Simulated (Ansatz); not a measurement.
`CCC` + H• → `C[CH]C`• + H₂ at 298.15 K and 1 bar (hydrogen abstraction from a C–H bond).

Program: Ansatz. Geometries: PBE0-D4/def2-TZVP. ΔE: electronic, gas phase. CCSD(T)/CBS adds triple-zeta CCSD(T) − MP2 to the extrapolated MP2 energy (def2 sets, frozen cores). This one scheme is used for every species, atoms too. No spin–orbit coupling; open shells (•) take unrestricted orbitals.

```json
{"species": "`CCC`", "CCSD(T)/CBS energy (Eh)": "-118.98051", "H − E (kJ/mol)": "285.9", "S (J/(mol·K))": "268.4"}
{"species": "H•", "CCSD(T)/CBS energy (Eh)": "-0.50000", "H − E (kJ/mol)": "6.2", "S (J/(mol·K))": "114.7"}
{"species": "`C[CH]C`•", "CCSD(T)/CBS energy (Eh)": "-118.31020", "H − E (kJ/mol)": "247.2", "S (J/(mol·K))": "293.9"}
{"species": "H₂", "CCSD(T)/CBS energy (Eh)": "-1.17544", "H − E (kJ/mol)": "35.1", "S (J/(mol·K))": "130.4"}
```

H − E and S are ideal-gas, rigid-rotor, harmonic terms from PBE0-D4/def2-TZVP, with the whole ground term of open shells counted as degenerate. The MP2-based limit puts H₂ 0.8 mEh under its directly extrapolated value; such offsets cancel only in part. 1 Eh = 2625.50 kJ/mol, R = 8.31446 J/(mol·K).

Task: By hand: ΔE, ΔH, ΔS and ΔG.

Result: ΔE = (-118.31020) + (-1.17544) − (-118.98051) − (-0.50000) = -0.00513 Eh = -13.5 kJ/mol. Δ(H − E) = 247.2 + 35.1 − 285.9 − 6.2 = -9.8, so ΔH = -23.3 kJ/mol. ΔS = 293.9 + 130.4 − 268.4 − 114.7 = 41.2 J/(mol·K). ΔG = -23.3 − 298.15 × (41.2)/1000 = -35.6 kJ/mol.

Task: By hand: the equilibrium constant, and the temperature at which ΔG would vanish if ΔH and ΔS stayed fixed.

Result: log₁₀ K = −ΔG/(RT ln 10) = 6.2. ΔH and −TΔS have one sign here, so there is no such temperature.

TΔS isn't small against ΔH here. A doubt of 5 kJ/mol in ΔE shifts log₁₀ K by 0.9 here. These are equilibria of isolated gas molecules and say nothing of rates. Largest T1 diagnostic: 0.011 (customary marks: 0.02 for closed shells, 0.045 for open ones).
